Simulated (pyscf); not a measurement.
PySCF, gas phase, ωB97X-D3(BJ)/def2-SVP geometries. Correlated levels are frozen-core, on RHF or UHF. ΔMP2 is the change of the MP2 total energy from the triple- to the quadruple-zeta basis.

Problem. Estimate by transition-state theory (the high-pressure limit) the rate constant of HO–SiH₂–PH₂ → :HSi–PH₂ [singlet] + water (H₂O) (singlet surface; O–Si, H–Si broken, H–O formed) at 900 K, with CCSD(T)/def2-TZVPP + ΔMP2(QZVPP) energies (ideal gas, 1 atm, RRHO with modes under 100 cm⁻¹ raised to 100, one conformer, R ln 2 for rigid chiral ones; no tunnelling).

Solution. The electronic barrier is 79.5 kcal/mol and the thermal terms add -2.2, so ΔG‡ = 77.2 kcal/mol. With k_BT/h = 1.88e+13 s⁻¹ and RT = 1.788 kcal/mol, k = 3.3e-06 s⁻¹, a half-life of 2.1e+05 s through this channel alone. Wigner's tunnelling factor for 1591i cm⁻¹ would be 1.27. A shift of 1 kcal/mol in the barrier changes k by a factor 1.7. On the product side the descent ends in an adduct with a O–Si contact, 16.1 kcal/mol under the separated species and 25.8 kcal/mol under the saddle at ωB97X-D3(BJ)/def2-TZVP. What is counted as broken (O–Si) persists as a longer contact in the product adduct; parting that adduct is a step of its own. At ωB97X-D3(BJ) the barrier from the zero used here is 81.6 kcal/mol. :HSi–PH₂ [singlet] lies 11.4 kcal/mol over its isomer H₂Si=PH, and others may lie lower still (electronic energy, ωB97M-D3(BJ)). One saddle was located; it need not be the lowest between these sides. The CCSD(T) − MP2 part came from Ansatz, without density fitting, on the same reference.
